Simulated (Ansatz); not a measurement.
We consider CsGaS3 (P2₁/c, No. 14; cell taken from a computed entry), described by PBE0 (PAW; Ansatz, an electronic-structure program).

Settings: plane-wave cutoff 460 eV, 4×2×4 k mesh (along the axes of the cell as run), Fermi–Dirac smearing 0.01 eV, scalar-relativistic PAW data made under PBE.

Cell (relaxed with PBEsol):

Space group P2₁/c (No. 14); a = 7.545 Å, b = 12.366 Å, c = 6.424 Å, α = 90.00°, β = 108.03°, γ = 90.00°

```csv
atom,site,symmetry,x,y,z
Cs,4e,1,0.7480,0.4157,0.2204
Ga,4e,1,0.1931,0.2719,0.1521
S,4e,1,0.0190,0.1732,0.3161
S,4e,1,0.4491,0.1726,0.1448
S,4e,1,0.3123,0.4186,0.3668
```

Q: Give the computed band gap, smallest direct gap on the k points sampled and direct gap at Γ.

A: 
- band gap = 4.44 eV
- smallest direct gap on the k points sampled = 4.46 eV
- direct gap at Γ = 4.66 eV

Note: cell and atoms aren't relaxed at this level (largest force component 0.17 eV/Å, pressure 0.8 GPa).

Spin–orbit coupling is not included.

The computed numbers hold no vibrational or temperature effects.

The result took very roughly 80 core-minutes.
